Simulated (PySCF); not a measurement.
Cartesian coordinates in Å; atom numbers follow the order of the lines, from 1:
```xyz
12

C     1.7767   -1.6445   -1.4462
C     0.7811   -0.7902   -1.1773
N     1.0304    0.4533   -0.6088
C     0.0803    1.1696   -0.1503
N    -1.2788    0.8885   -0.1607
C    -1.8431    0.1344    0.6800
H     1.5761   -2.6176   -1.8984
H     2.8092   -1.3779   -1.2072
H    -0.2554   -1.0649   -1.4260
H     0.3141    2.1792    0.2235
H    -1.3051   -0.3538    1.5137
H    -2.9235   -0.0533    0.5981
```

Geometry: PBE0-D3(BJ)/def2-SVP; GIAO shifts from PySCF 2.14, gas phase, non-relativistic, averaged over equivalent atoms.

At PBE0/cc-pVDZ (114 basis functions, 7.2 s wall time on 1 thread of an Arm Neoverse V2, shared host):
```csv
atoms,δ (ppm)
C6,150.4
C4,150.4
C2,137.6
C1,115.4
N5,399.8
N3,289.6
H10,7.68
H11,7.43
H12,7.39
H9,6.76
H8,5.51
H7,5.04
```

δ = σ(ref) − σ, references computed at the same level: TMS for 13C (σ = 196.75 ppm) and 1H (σ = 31.29 ppm); 15N (σ = 273.12 ppm) against NH3.

Question: Estimate the result of repeating the calculation with PBE0/def2-TZVP.

Answer: 
```json
{"atoms": "C6", "δ at PBE0/def2-TZVP": "158.7", "change": "+8.3"}
{"atoms": "C4", "δ at PBE0/def2-TZVP": "158.5", "change": "+8.1"}
{"atoms": "C2", "δ at PBE0/def2-TZVP": "144.5", "change": "+6.9"}
{"atoms": "C1", "δ at PBE0/def2-TZVP": "120.2", "change": "+4.8"}
{"atoms": "N5", "δ at PBE0/def2-TZVP": "421.5", "change": "+21.7"}
{"atoms": "N3", "δ at PBE0/def2-TZVP": "303.7", "change": "+14.1"}
{"atoms": "H10", "δ at PBE0/def2-TZVP": "7.84", "change": "+0.16"}
{"atoms": "H11", "δ at PBE0/def2-TZVP": "7.59", "change": "+0.16"}
{"atoms": "H12", "δ at PBE0/def2-TZVP": "7.63", "change": "+0.24"}
{"atoms": "H9", "δ at PBE0/def2-TZVP": "7.06", "change": "+0.30"}
{"atoms": "H8", "δ at PBE0/def2-TZVP": "5.63", "change": "+0.12"}
{"atoms": "H7", "δ at PBE0/def2-TZVP": "5.09", "change": "+0.05"}
```

References, each an isolated molecule treated in the same way: 13C (σ = 186.65 ppm) and 1H (σ = 31.48 ppm) against TMS; NH3 for 15N (σ = 265.93 ppm).

The largest change is at N5 (imine nitrogen). Cost: 222 basis functions, 40 s wall time on 1 thread of an Arm Neoverse N1, shared host. The order of the carbon signals is the same at both levels.

Experimental scales use liquid or dissolved standards, which lie at an offset from isolated NH3 (liquid NH3: subtract about 20 ppm). Unscaled 15N shifts of sp2 nitrogen come out 20 to 40 ppm too high even then.
